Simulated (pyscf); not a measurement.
One four-centre exchange on the singlet surface with elements of a group swapped. ωB97M-D3(BJ)/def2-TZVP, kJ/mol, from the separated reactants. Structures and frequencies: ωB97X-D3(BJ)/def2-SVP in PySCF.

```csv
step,barrier,reaction energy,imaginary mode (i cm⁻¹)
CH₄ + H₃C–Al(NH₂)–NH₂ → H₃C–Al(CH₃)–NH₂ + NH₃,[?],[?],1486
CH₄ + H₃C–In(NH₂)–NH₂ → H₃C–In(CH₃)–NH₂ + NH₃,132.4,+32.3,1578
```

Question: Fill in the missing entries.

Answer: 
- CH₄ + H₃C–Al(NH₂)–NH₂ → H₃C–Al(CH₃)–NH₂ + NH₃, barrier: 136.1
- CH₄ + H₃C–Al(NH₂)–NH₂ → H₃C–Al(CH₃)–NH₂ + NH₃, reaction energy: +91.7

Row 1: On the product side the descent ends in an adduct with a Al–N contact, 99.4 kJ/mol under the separated species and 139.1 kJ/mol under the saddle at ωB97X-D3(BJ)/def2-TZVP. Row 2: On the product side the descent ends in an adduct with a In–N contact, 77.0 kJ/mol under the separated species and 170.3 kJ/mol under the saddle at ωB97X-D3(BJ)/def2-TZVP. Each row is the saddle that its search found. Elements past Kr carry the def2 core potentials, without spin-orbit coupling.
